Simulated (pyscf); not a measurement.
Single points on ωB97X-D3(BJ)/def2-SVP structures (PySCF, gas phase).

Estimate by transition-state theory the rate constant of H₂N–SiH=O (SMILES N[SiH]=O) + H₂ (SMILES [H][H]) → O=SiH₂ (SMILES O=[SiH2]) + NH₃ (SMILES N) (singlet surface; N–Si, H–H broken, H–Si, H–N formed) at 600 K, with ωB97M-D3(BJ)/def2-TZVP energies (ideal gas, 1 atm, RRHO with modes under 100 cm⁻¹ raised to 100, one conformer, R ln 2 for chiral ones without a mode under 150 cm⁻¹; no tunnelling).

The electronic barrier is 30.5 kcal/mol and the thermal terms add +18.9, so ΔG‡ = 49.4 kcal/mol. With k_BT/h = 1.25e+13 s⁻¹ and RT = 1.192 kcal/mol, and a volume of 8.18e-20 cm³ per molecule at 1 atm, k = 1.1e-24 cm³ molecule⁻¹ s⁻¹. Wigner's tunnelling factor for 1460i cm⁻¹ would be 1.51, likely too low at so high a frequency. A shift of 1 kcal/mol in the barrier changes k by a factor 2.3. On the product side the descent ends in an adduct with a N–Si contact, 31.9 kcal/mol under the separated species and 40.3 kcal/mol under the saddle at ωB97X-D3(BJ)/def2-TZVP. What is counted as broken (N–Si) persists as a longer contact in the product adduct; parting that adduct is a step of its own. At the saddle there is also a short H–Si contact that neither side keeps. H₂N–SiH=O lies 7.4 kcal/mol over its isomer H₂N–Si:–OH [singlet] (electronic energy, ωB97M-D3(BJ)/def2-TZVP). This is the saddle that the search found; another between the same sides may lie lower.
